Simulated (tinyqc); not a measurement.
Worked calculation: Hueckel theory of the pi electrons with the omega technique, for the molecule c1ccoc1 (SMILES; centres numbered as the heavy atoms are written). One step of it, computed by the program tinyqc.

Problem. Orbitals, round 2. Diagonalise; E = alpha + x beta with beta < 0, so the largest x are filled first; degenerate levels share their electrons. P = sum n_i c_ri c_si; each orbital has its largest coefficient positive (the first on a tie).

matrix after round 1, order 1C, 2C, 3C, 4O, 5C:
$$\begin{pmatrix}
-0.125379 & 1.000000 & 0.000000 & 0.000000 & 1.000000 \\
1.000000 & -0.125379 & 1.000000 & 0.000000 & 0.000000 \\
0.000000 & 1.000000 & -0.020796 & 0.800000 & 0.000000 \\
0.000000 & 0.000000 & 0.800000 & 2.292350 & 0.800000 \\
1.000000 & 0.000000 & 0.000000 & 0.800000 & -0.020796
\end{pmatrix}$$

pi electrons, sum of z_r less the charge = 6

Give: x values; occupations; coefficients; charge and bond-order matrix P.

Solution.

x values: [2.8373, 1.2684, 0.5693, -0.9596, -1.7155]

occupations: [2.0000, 2.0000, 2.0000, 0.0000, 0.0000]

coefficients, order 1C, 2C, 3C, 4O, 5C:
$$\begin{pmatrix}
0.1527 & 0.6098 & -0.3594 & -0.3237 & 0.6090 \\
0.1527 & 0.6098 & 0.3594 & -0.3237 & -0.6090 \\
0.2996 & 0.2402 & 0.6090 & 0.5938 & 0.3594 \\
0.8797 & -0.3753 & 0.0000 & -0.2921 & 0.0000 \\
0.2996 & 0.2402 & -0.6090 & 0.5938 & -0.3594
\end{pmatrix}$$

charge and bond-order matrix P, order 1C, 2C, 3C, 4O, 5C:
$$\begin{pmatrix}
1.0487 & 0.5322 & -0.0533 & -0.1891 & 0.8221 \\
0.5322 & 1.0487 & 0.8221 & -0.1891 & -0.0533 \\
-0.0533 & 0.8221 & 1.0366 & 0.3469 & -0.4468 \\
-0.1891 & -0.1891 & 0.3469 & 1.8293 & 0.3469 \\
0.8221 & -0.0533 & -0.4468 & 0.3469 & 1.0366
\end{pmatrix}$$
